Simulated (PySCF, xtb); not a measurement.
Isomers of BH6N2+ in order of energy

4 gas-phase structures of BH6N2+, found in a search over its isomers (lower ones may exist). Each was relaxed with GFN2-xTB:

A. `[BH2-]1[NH2+][NH2+]1`, a singlet
B. `[BH3-][NH+]=[NH2+]`, a singlet
C. `BN[NH3+]`, a singlet
D. `NB[NH3+]`, a singlet

Problem. Estimate their order in r2SCAN-D4/def2-SVP energy at these geometries, lowest first.

Solution. Calculated order at r2SCAN-D4/def2-SVP: D (0.000), C (2.890), A (3.197), B (5.141) eV.

Energies above the lowest of each column, in eV; the last columns are at PBE0-D3(BJ)/def2-SVP geometries and were run for some of them only (a dash: not run or not comparable):

```json
{"structure": "D", "GFN2-xTB": "0.000", "HF/STO-3G": "0.000", "r2SCAN-D4/def2-SVP": "0.000", "PBE0-D3(BJ)/def2-SVP": "0.000", "CCSD(T)/def2-SVP + ΔMP2/def2-TZVPP": "0.000"}
{"structure": "C", "GFN2-xTB": "2.263", "HF/STO-3G": "2.761", "r2SCAN-D4/def2-SVP": "2.890", "PBE0-D3(BJ)/def2-SVP": "2.824", "CCSD(T)/def2-SVP + ΔMP2/def2-TZVPP": "2.864"}
{"structure": "A", "GFN2-xTB": "2.064", "HF/STO-3G": "2.941", "r2SCAN-D4/def2-SVP": "3.197", "PBE0-D3(BJ)/def2-SVP": "3.047", "CCSD(T)/def2-SVP + ΔMP2/def2-TZVPP": "3.083"}
{"structure": "B", "GFN2-xTB": "3.324", "HF/STO-3G": "7.895", "r2SCAN-D4/def2-SVP": "5.141", "PBE0-D3(BJ)/def2-SVP": "–", "CCSD(T)/def2-SVP + ΔMP2/def2-TZVPP": "–"}
```

Every level run on D puts it lowest or level with the lowest. Flexible structures stand in one conformer each, not always the lowest. Frequencies (PBE0-D3(BJ)/def2-SVP) were run for A, C, D alone. ΔMP2 is the change of the MP2 energy from the smaller to the larger basis.

Over these structures GFN2-xTB departs from r2SCAN-D4/def2-SVP by 0.581 eV on average once a common shift is removed. A GFN2-xTB relaxation took about 0.18 s and the r2SCAN-D4/def2-SVP energy about 12 s on a shared host (PySCF 2.14.0, xtb 6.7.1).
